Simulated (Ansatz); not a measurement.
## CCSD(T) forces

CH₄BLi (SMILES [Li][BH]C), closed shell, displaced at random from a GFN2-xTB minimum.

| atom | x (Å) | y (Å) | z (Å) |
| --- | --- | --- | --- |
| Li1 | -2.2006 | -0.2165 | -0.6423 |
| B2 | -0.4202 | -0.8603 | 0.0126 |
| C3 | 0.4289 | 0.4545 | 0.0587 |
| H4 | 0.1288 | -1.7099 | 0.4507 |
| H5 | 0.0550 | 1.2951 | -0.5266 |
| H6 | 0.4038 | 0.8042 | 1.1783 |
| H7 | 1.4888 | 0.3163 | -0.2575 |

Ansatz 0.2.0; basis: def2-TZVPP; cores frozen in the correlated methods. The outer core shell of Li, Na, Mg and K is correlated.

CCSD(T) forces from the calculation:
```json
{"atom": "Li1", "Fx": "-1.093", "Fy": "0.187", "Fz (eV/Å)": "-0.420"}
{"atom": "B2", "Fx": "-1.017", "Fy": "1.463", "Fz (eV/Å)": "-0.544"}
{"atom": "C3", "Fx": "0.861", "Fy": "0.996", "Fz (eV/Å)": "1.020"}
{"atom": "H4", "Fx": "1.456", "Fy": "-2.384", "Fz (eV/Å)": "1.099"}
{"atom": "H5", "Fx": "-0.065", "Fy": "0.262", "Fz (eV/Å)": "0.047"}
{"atom": "H6", "Fx": "0.199", "Fy": "-0.604", "Fz (eV/Å)": "-1.665"}
{"atom": "H7", "Fx": "-0.341", "Fy": "0.079", "Fz (eV/Å)": "0.463"}
```

Task: Which atom feels the largest CCSD(T) force, and how large is it?

Result: H4, 3.00 eV/Å, along (0.48, -0.79, 0.37).

Root-mean-square difference of the force components from those of CCSD(T): PBE0-D4 0.109; wB97M-V 0.090; r2SCAN-D4 0.112; PBE-D4 0.176; r2SCANh-D4 0.104; HSE06-D4 0.110 eV/Å.

T1 diagnostic: at most 0.011. The restricted Hartree–Fock reference is unstable towards an unrestricted one here.

For scale, one of the runs: CCSD(T)/def2-TZVPP forces, 137 basis functions (an equivalent command: `ansatz run in.yaml --threads 4`). Time: 12 s of wall clock on 4 CPU threads; the host was shared. Peak host memory: 1.5 GiB.
